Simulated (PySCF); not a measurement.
# Spin–spin coupling constants

Molfile (atoms numbered from 1):
```
C6H14
     RDKit          3D

 20 19  0  0  0  0  0  0  0  0999 V2000
   -3.1847   -0.2750    0.1771 C   0  0  0  0  0  0  0  0  0  0  0  0
   -1.8355    0.3662    0.4597 C   0  0  0  0  0  0  0  0  0  0  0  0
   -0.6776   -0.3170   -0.2550 C   0  0  0  0  0  0  0  0  0  0  0  0
    0.6776    0.3170    0.0224 C   0  0  0  0  0  0  0  0  0  0  0  0
    1.8355   -0.3662   -0.6922 C   0  0  0  0  0  0  0  0  0  0  0  0
    3.1847    0.2750   -0.4096 C   0  0  0  0  0  0  0  0  0  0  0  0
   -4.0004    0.2406    0.7063 H   0  0  0  0  0  0  0  0  0  0  0  0
   -3.1989   -1.3309    0.4922 H   0  0  0  0  0  0  0  0  0  0  0  0
   -3.4199   -0.2523   -0.8993 H   0  0  0  0  0  0  0  0  0  0  0  0
   -1.8622    1.4313    0.1681 H   0  0  0  0  0  0  0  0  0  0  0  0
   -1.6423    0.3612    1.5473 H   0  0  0  0  0  0  0  0  0  0  0  0
   -0.6486   -1.3834    0.0354 H   0  0  0  0  0  0  0  0  0  0  0  0
   -0.8676   -0.3117   -1.3442 H   0  0  0  0  0  0  0  0  0  0  0  0
    0.8676    0.3117    1.1116 H   0  0  0  0  0  0  0  0  0  0  0  0
    0.6486    1.3834   -0.2679 H   0  0  0  0  0  0  0  0  0  0  0  0
    1.8622   -1.4313   -0.4006 H   0  0  0  0  0  0  0  0  0  0  0  0
    1.6423   -0.3612   -1.7798 H   0  0  0  0  0  0  0  0  0  0  0  0
    3.1989    1.3309   -0.7248 H   0  0  0  0  0  0  0  0  0  0  0  0
    4.0004   -0.2406   -0.9389 H   0  0  0  0  0  0  0  0  0  0  0  0
    3.4199    0.2523    0.6668 H   0  0  0  0  0  0  0  0  0  0  0  0
  1  2  1  0
  2  3  1  0
  3  4  1  0
  4  5  1  0
  5  6  1  0
  1  7  1  0
  1  8  1  0
  1  9  1  0
  2 10  1  0
  2 11  1  0
  3 12  1  0
  3 13  1  0
  4 14  1  0
  4 15  1  0
  5 16  1  0
  5 17  1  0
  6 18  1  0
  6 19  1  0
  6 20  1  0
M  END
```

Method: B3LYP/pcJ-1 (without the spin–dipole term)//PBE0-D3(BJ)/def2-SVP, PySCF 2.14.0 with density-fitted response routines; isolated molecule, single conformer, non-relativistic. Couplings are averaged over pairs made equivalent by symmetry, fast rotation or ring inversion, so a value needn't be that of the named pair in this geometry, while other rotamers aren't included; one pair stands for each set, and the list holds those of at least 0.8 Hz over up to four bonds.

Isotopes: 13C, 1H.

```tsv
pair	bonds	J (Hz)
C1, C2	1	37.2
C1, H7	1	131.3
C2, C3	1	36.7
C2, H10	1	129.5
C3, C4	1	?
C3, H12	1	?
C1, H10	2	-3.4
C2, H7	2	-3.5
C2, H12	2	-3.6
C3, H10	2	-3.6
C3, H14	2	-3.6
H7, H8	2	?
H10, H11	2	?
H12, H13	2	-14.3
C1, C4	3	5.9
C1, H12	3	2.7
C2, C5	3	?
C2, H14	3	?
C3, H7	3	5.9
C3, H16	3	?
H7, H10	3	8.2
H10, H12	3	14.6
H10, H13	3	?
H12, H14	3	4.3
H12, H15	3	14.6
```

Question: Estimate the withheld couplings, with signs.

Answer: 
- 1J(C3,C4) = 37.1 Hz (bond length 1.522 Å)
- 1J(C3,H12) = 128.6 Hz (bond length 1.106 Å, sp3 carbon)
- 2J(H7,H8) = -13.9 Hz
- 2J(H10,H11) = -14.7 Hz
- 3J(C2,C5) = 5.8 Hz (dihedral angle 180°)
- 3J(C2,H14) = 2.6 Hz
- 3J(C3,H16) = 2.5 Hz
- 3J(H10,H13) = 4.3 Hz
